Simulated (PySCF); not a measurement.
# HBrN2, a complex of two parts: interaction energy

One table from this session's results is given with a row withheld; the runs are named, their logs left out.

Programs: PySCF 2.14.0. All values are calculated, for the isolated system unless a continuum is named. Atoms count from 0, parts from 1.

## The system as given

4 atoms, charge 0, multiplicity 1; geometry: GFN2-xTB. Parts: 1 = atoms 0–1, `Br`, charge 0; 2 = atoms 2–3, `N#N`, charge 0.

The first run:

What the job is given:

```
{"job": {"xc": "PBE0", "basis": "def2-TZVPD", "d3": "d3bj", "grid": 3, "kind": "geom", "shake": 0.01}, "charge": 0, "multiplicity": 1, "parts": [{"atoms": "0-1", "charge": 0, "multiplicity": 1}, {"atoms": "2-3", "charge": 0, "multiplicity": 1}]}
Br     0.825242     0.112570     0.157181
H     -0.552495    -0.045231    -0.197846
N     -2.530768    -0.289461    -0.683564
N     -3.538692    -0.417254    -0.922792
```

On the command line:

```sh
> OMP_NUM_THREADS=1 python cluster_run.py task.json out
```

One launch serves the whole session: the jobs run in the order shown.

Steps of the session up to this table: Geometry optimisation at PBE0-D3(BJ)/def2-TZVPD; Coupled-cluster interaction energy: CCSD(T) and MP2, 2.45 Å; Coupled-cluster interaction energy: CCSD(T) and MP2, 2.58 Å; Coupled-cluster interaction energy: CCSD(T) and MP2, 2.70 Å; Coupled-cluster interaction energy: CCSD(T) and MP2, 2.33 Å; Coupled-cluster interaction energy: CCSD(T) and MP2, 3.07 Å; Coupled-cluster interaction energy: CCSD(T) and MP2, 2.21 Å; Coupled-cluster interaction energy: CCSD(T) and MP2, 3.68 Å; Coupled-cluster interaction energy: CCSD(T) and MP2, 4.91 Å.

One table of the session follows, with a row left open; its other results are not shown here.

It belongs to the step «Coupled-cluster interaction energy: CCSD(T) and MP2, 4.91 Å». 

| method | interaction energy (kcal/mol) |
| --- | --- |
| HF/aug-cc-pVDZ | ? |
| MP2/aug-cc-pVDZ | -0.131 |
| CCSD/aug-cc-pVDZ | -0.110 |
| CCSD(T)/aug-cc-pVDZ | -0.115 |
| HF/aug-cc-pVQZ | -0.074 |
| MP2/aug-cc-pVQZ | -0.132 |
| SCS-MP2/aug-cc-pVQZ | -0.121 |
| MP2, extrapolated | -0.133 |
| CCSD(T), limit estimate | -0.117 |

Q: Estimate the row for HF/aug-cc-pVDZ from the others.

**Answer.** interaction energy (kcal/mol): -0.075. In the column «interaction energy (kcal/mol)» it lies between CCSD/aug-cc-pVDZ (-0.110) and HF/aug-cc-pVQZ (-0.074).
